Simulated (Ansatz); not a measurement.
C2H2F2 (vinylidene fluoride): the vertical energy of the triplet above the singlet from total energies

C2H2F2 has 6 atoms, charge 0, and is taken as a singlet. SMILES: `C=C(F)F`. The shape is that of a PBE0-D4/def2-TZVP optimisation.

```xyz
6

C    -0.1159    0.4710   -0.5444
C     0.1050   -0.3946    0.4201
F    -0.4549   -0.3636    1.6076
F     0.9192   -1.4221    0.3430
H     0.3942    0.3606   -1.4884
H    -0.8056    1.2848   -0.3842
```

Both states at this one shape; open shells run unrestricted unless said. 1 Eh = 27.2114 eV.

```tsv
level	program	singlet C2H2F2 (Eh)	triplet C2H2F2 (Eh)
PBE0-D3(BJ)/STO-3G	Ansatz	-272.971881	-272.789656
PBE0-D3(BJ)/6-31G* (Cartesian functions)	Ansatz	-276.780891	-276.603243
PBE0-D3(BJ)/6-311++G(3df,3pd)	Ansatz	-276.889773	-276.717931
```

Q: Work out the vertical gap, second state less first, at each level.

A: 
1. PBE0-D3(BJ)/STO-3G: -272.789656 − (-272.971881) = 0.182225 Eh = 4.96 eV.
2. PBE0-D3(BJ)/6-31G* (Cartesian functions): -276.603243 − (-276.780891) = 0.177648 Eh = 4.83 eV.
3. PBE0-D3(BJ)/6-311++G(3df,3pd): -276.717931 − (-276.889773) = 0.171842 Eh = 4.68 eV.

No measured value is set beside it here; the levels span 4.68 to 4.96 eV. Minimal sets are far from the basis-set limit.
